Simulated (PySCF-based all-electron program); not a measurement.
Results of a calculation; reference values are marked as such.
**Bond force of BO, doublet**

Method: all-electron DFT (in-house code on PySCF), basis-limit composite values; the spin-free Dirac equation, no spin–orbit coupling, spin-unrestricted, lowest state found (another of this spin can lie close). Forces are good to about 0.002 eV/Å. A positive force pushes the atoms apart.

```json
{"r (Å)": "1.0845", "PBE (eV/Å)": "15.974"}
{"r (Å)": "1.205", "PBE (eV/Å)": "?"}
{"r (Å)": "1.3255", "PBE (eV/Å)": "-6.482"}
```

Fill in the missing PBE forces.

1.205 Å: 0.595 eV/Å.

Between which listed lengths does the PBE force vanish, and at which of the two is it smaller?

Between 1.205 and 1.325 Å. The force is smaller at 1.205 Å.
